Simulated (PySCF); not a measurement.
Molecule: SMILES O=C=O, CO$_{2}$.

Geometry:
| atom | x (Å) | y (Å) | z (Å) |
| --- | --- | --- | --- |
| O1 | -1.158 | 0.165 | 0.000 |
| C2 | 0.000 | 0.103 | 0.000 |
| O3 | 1.158 | 0.042 | 0.000 |

Geometry PBE0-D3(BJ)/def2-SVP throughout; GIAO in PySCF 2.14.0 with density-fitted response routines, gas phase, one conformer, non-relativistic; equivalent atoms averaged; functional PBE0.

For orientation, 6-31G* gives these shifts δ (against H2O, TMS at the same level): O1/O3 92.8, C2 115.0 ppm.

A run gave: O1/O3 108.3, C2 130.1 ppm (shifts δ (against H2O, TMS at the same level)).

Question: Which basis set was used in that run?
A. 6-31G
B. pcSseg-3
C. 6-311+G(2d,p)
D. cc-pVDZ
E. pcSseg-2

Answer: C. C2 tells them apart best: 6-311+G(2d,p) gives 130.1, 6-31G gives 121.7, cc-pVDZ gives 119.6, pcSseg-3 gives 132.8, pcSseg-2 gives 132.5 ppm.
